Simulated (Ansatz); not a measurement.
Born–Oppenheimer molecular dynamics of Cl₂H₂Mg (5 atoms, charge 0, multiplicity 1). It starts from a rough guess of a transition structure, not a stationary point.

Computed with Ansatz 0.2.0, UKS revPBE/def2-SVP.

```json
{
  "ensemble": "NVE (velocity Verlet)",
  "time step": "0.5 fs",
  "steps asked": "150",
  "starting velocities drawn for": "1000 K",
  "seed": "816223"
}
```

First frame:

```xyz
5
Properties=species:S:1:pos:R:3
Mg -0.112 -0.842 -0.366
H 0.804 0.530 1.191
Cl 0.150 -2.713 -1.334
H 0.193 1.183 0.791
Cl -1.035 1.842 -0.281
```

How far do the bonds stretch over the last three quarters of this one trajectory? (Pairs bonded in most of those frames.)


```
   bond  mean (Å)  spread (Å)  shortest  longest
Mg1–Cl3     2.220       0.197      1.92     2.46
Mg1–Cl5     2.180       0.117      1.99     2.41
  H2–H4     0.787       0.070      0.68     0.90
```

Pairs bonded in part of these frames only: Mg1–H2 11 %, Mg1–H4 13 %.

Mean temperature of the second half: 3228 K. The conserved energy stayed within 0.99 meV per atom of its start (net change 0.049 meV per atom), so the integration is sound. The kinetic energy rose, since the run started high on the potential surface and went downhill. It ends in pieces (Cl2Mg + H2), so much of that is their flight and rotation, not heat. A run of 0.075 ps of so small a system gives no equilibrium averages. The orbitals were unrestricted but ended closed-shell.

Run time: 6.3 min on 1 thread of Arm Neoverse V2, with other jobs on the host, peak memory 0.12 GiB.
